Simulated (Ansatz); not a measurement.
H$_{6}$SSi$_{2}$, SMILES `[SiH3][SiH2]S` at its PBE0-D4/def2-TZVP geometry, where that method's forces vanish. Charge 0, multiplicity 1.

```xyz
9

Si   -0.4987   -0.9800    1.0937
Si    0.4734    0.1774   -0.6903
S    -0.3027    2.1732   -0.6015
H    -0.1420   -0.3259    2.3800
H     0.0004   -2.3812    1.1060
H    -1.9778   -0.9923    0.9466
H     1.9566    0.1803   -0.5681
H     0.1257   -0.4676   -1.9856
H     0.3651    2.6161   -1.6807
```

What forces (eV/Å) does PBE-D4/def2-TZVPP give on these atoms in Ansatz? (Estimate.)

Ansatz gave: 
```
Si1  0.031  0.049 -0.063
Si2 -0.007 -0.057  0.035
S3  -0.218  0.122  0.227
H4   0.033  0.060  0.133
H5   0.049 -0.142  0.003
H6  -0.149 -0.006 -0.009
H7   0.164 -0.019  0.016
H8  -0.032 -0.089 -0.137
H9   0.129  0.081 -0.206
```
